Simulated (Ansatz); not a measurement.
Consider the formal loss of a carbene: trimethylsilane → `C[SiH2]C` + `[CH2]` (triplet).

Gas-phase electronic energies from Ansatz, PBE0-D4/def2-TZVP geometries. CCSD(T)/CBS adds triple-zeta CCSD(T) − MP2 to the extrapolated MP2 energy (def2 sets, frozen cores). This one scheme is used for every species. Functionals use def2-TZVPP. HSE06 is defined as in plane-wave codes. Triplets are unrestricted, without spin–orbit coupling.

`C[SiH](C)C`:

Cartesian coordinates in Å:
```
C 0.792 0.421 -1.537
Si 0.226 -0.430 0.034
C -1.623 -0.729 -0.018
C 0.677 0.601 1.532
H 1.872 0.586 -1.529
H 0.551 -0.178 -2.419
H 0.306 1.395 -1.649
H 0.920 -1.749 0.137
H -2.169 0.215 -0.094
H -1.965 -1.242 0.884
H -1.899 -1.345 -0.878
H 1.755 0.769 1.585
H 0.187 1.578 1.494
H 0.369 0.108 2.457
```

`C[SiH2]C`:

```xyz
11

C    -1.197   -0.454    0.929
Si    0.282    0.552    0.378
C     0.941   -0.045   -1.270
H    -1.575   -0.100    1.890
H    -0.931   -1.509    1.039
H    -2.008   -0.385    0.200
H     1.358    0.461    1.406
H    -0.106    1.988    0.267
H     1.254   -1.090   -1.208
H     1.804    0.547   -1.585
H     0.177    0.034   -2.047
```

`[CH2]` (triplet):

Cartesian coordinates in Å:
```
C -0.075 0.109 -0.242
H -0.453 -0.892 -0.104
H 0.528 0.783 0.347
```

Q: Is it downhill or uphill in electronic energy at CCSD(T)/CBS, and by how much? (Estimate.)

A: The calculation gave: Uphill: ΔE = +478.8 kJ/mol.

Q: What do these levels give: LDA (SPW92), CAM-B3LYP-D4, B2PLYP, PBE, BLYP, r2SCAN, HSE06, RPA@PBE/def2-TZVPP, MP2/def2-SVP, MP2/def2-TZVPP, HF/def2-QZVPP, HF/CBS(def2)? (Best estimate.)

A: Ansatz gave: LDA (SPW92) 549.0, CAM-B3LYP-D4 474.2, B2PLYP 467.3, PBE 476.9, BLYP 454.3, r2SCAN 455.8, HSE06 470.4, RPA@PBE/def2-TZVPP 455.9, MP2/def2-SVP 461.1, MP2/def2-TZVPP 481.1, HF/def2-QZVPP 325.5, HF/CBS(def2) 325.5 kJ/mol.

Largest T1 diagnostic among the species: 0.011.

From PBE to PBE0 (25 % exact exchange), in def2-TZVPP and without D4, ΔE moves by −7.1 kJ/mol. In def2-TZVPP, CCSD(T) changes the Hartree–Fock value by +140.7 kJ/mol (the triples alone add +11.5 kJ/mol) and MP2 by +155.7 kJ/mol. The D4 term adds +11.5 kJ/mol with B3LYP and +6.4 kJ/mol with PBE0; it sums over pairs of atoms, weighted by their polarisabilities, and B3LYP, whose exchange is more repulsive, gets the larger term.

B3LYP here is the variant with VWN-RPA as its local correlation; programs differ in this.
